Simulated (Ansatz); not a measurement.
Geometry optimisation, UKS PBE-D4/def2-SVP (Ansatz 0.2.0).

The input (input.yaml):

```yaml
crystal:
  periodic: [false, false, false]
  atoms:
    - { symbol: B, position_ang: [0.032715, 0.0, -0.097017] }
    - { symbol: H, position_ang: [0.06437, 0.0, 1.107921] }
    - { symbol: Cl, position_ang: [1.536818, 0.0, -0.96403] }
    - { symbol: H, position_ang: [-1.026248, 0.0, -0.689879] }
    - { symbol: Cl, position_ang: [-0.027355, 0.0, 3.668004] }
magnetization:
  spin_polarized: true
  initial_magnetization: 1
basis:
  gaussian: { orbitals: def2-SVP }
hamiltonian:
  xc: pbe
  dispersion: d4
relax:
  f_tol: 0.03
  max_steps: 50
```

Launched with:

```bash
$ ansatz run input.yaml --threads 1 --pin off --max-ram 2048MiB --backend cpu --events-out ev --progress --plain --runs-dir out
```

Q: Where does it end, and by what steps?

A: The forces met the threshold. After 9 steps the energy has fallen by 0.317 eV; Cl5 moved furthest, 0.68 Å. Joined: H2–Cl5.

```
step  energy less start (eV)  largest force component (eV/Å)  accepted
   0                  0.0000                           0.703       yes
   1                 -0.0426                           0.509       yes
   2                 -0.0920                           0.518       yes
   3                 -0.1986                           0.407       yes
   4                 -0.2596                           0.607       yes
   5                 -0.2960                           0.819       yes
   6                 -0.0357                           2.176        no
   7                 -0.3157                           0.104       yes
   8                 -0.3153                           0.224        no
   9                 -0.3167                           0.015       yes
```

```xyz
5
Properties=species:S:1:pos:R:3
B 0.027 0.000 0.018
H 0.054 0.000 1.345
Cl 1.538 0.000 -0.795
H -1.050 0.000 -0.537
Cl 0.012 0.000 2.993
```

Whether the end is a true minimum wasn't checked by a vibrational analysis.

Time of the run: 26 s on 1 thread of Arm Neoverse V2, with other jobs on the host, peak memory 0.12 GiB.
